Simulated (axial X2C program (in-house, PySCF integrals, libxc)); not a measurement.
## Potential curves of MgCl⁺, with spin–orbit coupling

Computed with an axial X2C code built on PySCF integrals. Two-component (2c) means X2C with spin–orbit coupling and atomic mean-field two-electron Coulomb and Gaunt terms. Basis: Cl dyall-av3z [9s8p3d2f], Mg dyall-cv3z [9s8p6d3f] (cores contracted in-house); Gaussian nuclei, density fitting, unrestricted open shells. Masses: Cl 34.969 u, Mg 23.985 u.

State: Ω = 0 (closed shell). Energies in eV from the fragments at the same level (Cl + Mg+). Fits are polynomials in 1 − R0/R over 0.85 to 1.23 times the lowest point R0.

| R (Å) | BP86 | PBE0 |
| --- | --- | --- |
| 1.8340 | -2.2269 | -2.2268 |
| 1.9183 | -2.7696 | -2.7509 |
| 1.9815 | -3.0101 | -2.9762 |
| 2.0448 | -3.1426 | -3.0925 |
| 2.1080 | -3.1911 | -3.1241 |
| 2.1818 | -3.1678 | -3.0803 |
| 2.2556 | -3.0805 | -2.9720 |
| 2.3504 | -2.9045 | -2.7681 |
| 2.4664 | -2.6288 | -2.4574 |
| 2.6350 | -2.1773 | -1.9534 |

The state is one determinant whose occupation by symmetry is held fixed; it was picked as the lowest of a PBE0 search that is not exhaustive. Closed shells are restricted here (equal orbitals for both partners); the stretched side of such a curve lies too high. De is counted from the lowest determinant-based energies of the atoms at the same level, without counterpoise correction. In 2c an atomic determinant is not the ground J level, so De misses part of the atomic spin–orbit lowering. This holds for BP86, PBE0. Without a current term, density functionals place determinants with orbital angular momentum somewhat too high.

Question: What are Re, ωe and De at the BP86 level?

Answer: At BP86, 2c: Re = 2.122 Å, ωe ≈ 537 cm⁻¹, De = 3.19 eV to Cl + Mg+; Be follows as 0.263 cm⁻¹.

Question: What are Re, ωe and De at the PBE0 level?

Answer: At PBE0, 2c: Re = 2.104 Å, ωe ≈ 560 cm⁻¹, De = 3.12 eV to Cl + Mg+; Be follows as 0.268 cm⁻¹.
